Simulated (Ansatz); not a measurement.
## SiS, singlet in cc-pVDZ: errors against RCCSDTQ

Geometry: a PBE0/def2-TZVP stationary point for this spin.

```xyz
2

Si    0.0000    0.0000    0.0000
S     0.0000    0.0000    1.9300
```

Basis cc-pVDZ; Ansatz 0.2.0. Correlated methods freeze the noble-gas cores, which leaves 10 electrons in 26 orbitals. Prefix R: restricted or restricted open-shell reference. Active spaces: pair = (2e, 2o) about the gap; valence = (10e, 8o) chosen from the atoms' valence shells.

Full CI isn't at hand for all of this; RCCSDTQ serves as the reference, and is uncertain by about the last step of the cluster series.

- UHF ⟨S²⟩: 0.000
- T1 diagnostic (RCCSD): 0.0249
- largest doubles amplitude (RCCSD): 0.079

| level | E − E(RCCSDTQ) (mEh) | share of correlation (%) | wall time |
| --- | --- | --- | --- |
| RHF | 237.94 | 0.00 | – |
| RMP2 | 34.54 | 85.48 | – |
| CISD | 31.41 | 86.80 | 0.78 s |
| RCCSD | 12.65 | 94.68 | – |
| RCCSD(T) | 1.82 | 99.23 | 0.36 s |
| BCCD(T) | 1.84 | 99.23 | 0.42 s |
| RCCSDT | 0.89 | 99.63 | – |
| RCCSDT(Q) | -0.12 | 100.05 | 1.9 s |
| CASSCF (valence space) | 166.57 | 30.00 | – |
| NEVPT2 (valence space) | 38.15 | 83.96 | 2.2 s |
| MRCISD (valence space) | 13.63 | 94.27 | – |
| MRCISD+Q (valence space) | 0.69 | 99.71 | 3 s |

The correlation energy at RCCSDTQ, counted from RHF, is -6.475 eV. That run took 46 s on 1 thread of Arm Neoverse V1, shared host.

Run but not shown, since their state, orbitals or frozen core can't be matched to the reference's or they repeat it: CASSCF (pair space), NEVPT2 (pair space), MRCISD (pair space), MRCISD+Q (pair space).

Times hold each run's SCF and search for its determinant on a shared host, so for small cases they say little of a method's own cost; they ran on 1 thread of Arm Neoverse V1.

Natural occupations of CASSCF (valence space) about the gap: 1.996 1.988 1.975 1.951 1.951 0.056 0.056 0.027; effectively unpaired electrons, Σ n²(2−n)², 0.05.
